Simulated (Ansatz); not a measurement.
# AlH3: the cost of one run

All numbers below are computed with Ansatz 0.2.0 (RKS PBE0/def2-SVP).

**1. Starting point**

Bond lengths: Al1–H2 1.560 Å, Al1–H3 1.560 Å, Al1–H4 1.560 Å. Angles: H2–Al1–H3 120.0°, H2–Al1–H4 120.0°, H3–Al1–H4 120.0°.

As a file:

```xyz
4

Al    0.0000    0.0000    0.0000
H     0.0000    0.0000    1.5600
H     1.3510    0.0000   -0.7800
H    -1.3510    0.0000   -0.7800
```

**2. Relaxing the start**

File input.yaml:

```yaml
crystal:
  periodic: [false, false, false]
  atoms:
    - { symbol: Al, position_ang: [0.0, 0.0, 0.0] }
    - { symbol: H, position_ang: [0.0, 0.0, 1.56] }
    - { symbol: H, position_ang: [1.351, 0.0, -0.78] }
    - { symbol: H, position_ang: [-1.351, 0.0, -0.78] }
basis:
  gaussian: { orbitals: def2-SVP }
hamiltonian:
  xc: pbe0
relax:
  f_tol: 0.02
  max_steps: 40
```

On the command line:

```sh
> ansatz run input.yaml --threads 1 --pin off --max-ram 2048MiB --backend cpu --events-out ev --progress --plain --runs-dir out
```

What time and memory should one allow on 1 thread of Arm Neoverse V1, shared host?

About 1.8 s, with a peak of 0.082 GiB.
